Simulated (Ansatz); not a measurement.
Input for Ansatz (an electronic-structure program): U-CCSD(T)/cc-pVDZ on ethylamine (SMILES CCN), a point of a bond scan (R = 1.926 Å).

Ansatz 0.2 input:
```yaml
crystal:
  periodic: [false, false, false]
  atoms:
    - {symbol: C, position_ang: [1.18612906, 0.44302756, 0.02367077]}
    - {symbol: C, position_ang: [0.04500471, -0.55351665, -0.10923757]}
    - {symbol: N, position_ang: [-1.24594693, 0.13053905, -0.00235327]}
    - {symbol: H, position_ang: [2.15252555, -0.05152541, -0.09038783]}
    - {symbol: H, position_ang: [1.10043350, 1.22491245, -0.73222663]}
    - {symbol: H, position_ang: [1.17238740, 0.92208442, 1.00657057]}
    - {symbol: H, position_ang: [0.27604487, -1.95770619, 1.18814086]}
    - {symbol: H, position_ang: [0.08743463, -1.02649974, -1.09379181]}
    - {symbol: H, position_ang: [-2.01243122, -0.52425249, -0.10366542]}
    - {symbol: H, position_ang: [-1.34255151, 0.56035274, 0.91125319]}
basis:
  gaussian:
    orbitals: cc-pVDZ
correlation: {method: ccsd_t, electrons: outside_noble_gas}
scf: {omitted_lower_state_checks: [cluster_reference]}
magnetization: {spin_polarized: true, initial_magnetization: 0}
```

Output:

```
Functional definition: HF
[...]
these checks for a lower state are left out or cut short: cluster_reference
integrals: 0.09 GiB planned
698 factors; integrals over basis functions are off by at most 1.3e-3 eV
mean field: 0.19 GiB planned
mean field evaluation 1: about -3647.8612 eV, gradient 2.0e1 eV
mean field evaluation 2: about -3647.9878 eV, gradient 2.0e1 eV
mean field evaluation 4: about -3650.1949 eV, gradient 2.4e0 eV
mean field evaluation 8: about -3650.2405 eV, gradient 1.7e-1 eV
mean field evaluation 16: about -3650.3831 eV, gradient 1.2e0 eV
mean field evaluation 32: about -3650.4051 eV, gradient 6.5e-1 eV
mean field -3650.55377216 eV, -134.1553766926 hartree, gradient 2.3e-6 eV, S^2 0.521286; 4 other end points of the search recorded, 0 dependent functions left out
3 core orbitals not correlated
reference -3650.55377216 eV, -134.1553766926 hartree; 10, 10 occupied and 64, 64 virtual orbitals, 698 factors
second order -12.38197562 eV of doubles, -0.00000000 eV of singles
coupled cluster: 0.40 GiB planned
cycle   1  -13.16633118 eV  change   -7.8e-1 eV  update   9.1e-2
cycle   2  -13.60867240 eV  change   -4.4e-1 eV  update   4.9e-2
cycle   3  -13.78006161 eV  change   -1.7e-1 eV  update   4.0e-2
cycle   4  -13.91872844 eV  change   -1.4e-1 eV  update   3.1e-2
cycle   5  -14.01119606 eV  change   -9.2e-2 eV  update   1.8e-2
cycle   6  -14.03496616 eV  change   -2.4e-2 eV  update   8.9e-3
cycle   7  -14.05116289 eV  change   -1.6e-2 eV  update   3.8e-3
cycle   8  -14.05523269 eV  change   -4.1e-3 eV  update   1.5e-3
cycle   9  -14.05469540 eV  change    5.4e-4 eV  update   4.9e-4
cycle  10  -14.05544883 eV  change   -7.5e-4 eV  update   1.7e-4
cycle  11  -14.05564723 eV  change   -2.0e-4 eV  update   6.5e-5
cycle  12  -14.05561385 eV  change    3.3e-5 eV  update   2.3e-5
cycle  13  -14.05561856 eV  change   -4.7e-6 eV  update   9.1e-6
coupled cluster: 0.41 GiB planned
perturbative correction -0.47462936 eV, -0.0174423073 hartree
Total energy: -3665.08402008 eV, -134.6893534546 hartree
Checks for a lower state left out: cluster_reference
```

Self-consistency was reached. Its determinant has ⟨S²⟩ = 0.52, a mixture of spin states.

Cost: roughly 11 core-seconds.
